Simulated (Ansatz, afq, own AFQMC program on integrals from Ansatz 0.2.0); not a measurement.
**BNH, quartet: AFQMC among the cluster methods**

```xyz
3

B     0.0000    0.1217    1.1725
N     0.0000   -0.1478   -0.8102
H     0.0000    0.7488   -1.3170
```

Connectivity, by distances: B ··· NH.

Basis cc-pVDZ. Only valence electrons are correlated. AFQMC by an in-house program on the Cholesky factors that Ansatz 0.2.0 writes for its CCSD(T) run. ph-AFQMC/CISD is guided by a CISD state made of CCSD amplitudes; releasing the constraint for a short imaginary time cuts its bias at the price of noise, slowly where states lie close. ± is one standard error of the sampling.

Determinant: UHF, the one that the program's search chose, which needn't be the lowest solution. The geometry is a point of a scan.

No full CI on the walks' own integrals is used here; CCSDT(Q) serves as the reference and is uncertain by about the last step of the cluster series.

Cautions: lower spins were not checked; the determinant is a saddle point among determinants of its kind; unrestricted determinant spin contaminated (⟨S²⟩ 3.85 against 3.75).

```
T1 diagnostic                               : 0.0314
weight of the determinant in the CISD state : 0.876
⟨S²⟩ of the determinant                     : 3.852
size of the correlated space                : 9 electrons in 31 orbitals
```

Reference: CCSDT(Q), correlation energy -5.526 eV. The released energy is read at 2.40 1/Eh (meV from the phaseless value at times in 1/Eh: -6 ± 11 at 0.24, -36 ± 12 at 0.51, -51 ± 18 at 0.99, -34 ± 17 at 1.62, -48 ± 18 at 2.40).

| level | E − E(reference) (kJ/mol) | share of correlation (%) |
| --- | --- | --- |
| HF | 533.2 | 0.00 |
| MP2 | 125.2 | 76.52 |
| CCSD | 19.6 | 96.33 |
| CCSD(T) | 5.0 | 99.05 |
| CCSDT | 1.2 | 99.78 |
| ph-AFQMC/CISD | 2.9 ± 1.1 | 99.45 |
| released AFQMC | -1.7 ± 1.7 | 100.33 |

A walk keeps the symmetry of its determinant, which the program's search chose and which needn't be the lowest solution, so a lower state of the same spin and another symmetry isn't excluded. Released energies are given only where the last usable release times agree within the noise; a slower fall can still hide under it.
